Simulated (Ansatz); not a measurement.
## Property card for Si₃N₄

Computed with DFT PBE, scalar-relativistic, plane waves, PAW (Ansatz).

Plane waves to 420 eV, a k mesh through Γ of 6×6×6 on the computed 14-atom cell and Gaussian smearing (0.02 eV); no spin polarisation.

The structure is relaxed at this level of theory with its symmetry kept. This form isn't the usual stable structure of the compound.

The structure is cubic, space group Fd-3m (No. 227). Conventional cell: a = 7.789 Å, b = 7.789 Å, c = 7.789 Å, α = 90.00°, β = 90.00°, γ = 90.00°. Around Si (site symmetry -3m) lie 6 N at 1.89 Å. Around Si (site symmetry -43m) lie 4 N at 1.79 Å. Around N (site symmetry 3m) lie 4 Si at 1.79 to 1.89 Å.

| Property | Result |
| --- | --- |
| Volume per atom | 8.44 Å³ |
| Formation energy from the elements' standard states (uncorrected) | -0.917 eV/atom |
| Kohn–Sham band gap | 3.34 eV, indirect from (0.000, 0.167, -0.167) to Γ |
| Löwdin character of the top 1 eV of the valence band | N 2p 92 % |
| Löwdin character of the lowest 1 eV of the conduction band | Si 3p 41 %, Si 3s 27 %, N 2s 13 %, N 2p 9 %, unprojected 10 % |
| Electron masses at the edge by Cartesian direction of the standard setting (m_e; degenerate bands sorted by energy; no spin-orbit coupling) | x: 0.58, 0.33, 0.33; y: 0.58, 0.33, 0.33; z: 0.58, 0.33, 0.33 |
| Hole masses at the edge by Cartesian direction of the standard setting (m_e; degenerate bands sorted by energy; no spin-orbit coupling) | x: 1.0; y: 0.61; z: 0.61 |
| Bulk modulus | 293 GPa |
| Its pressure derivative | 4.1 |
| Electronic dielectric constant xx, yy, zz of the standard setting (independent particles) | 5.5, 5.5, 5.5 |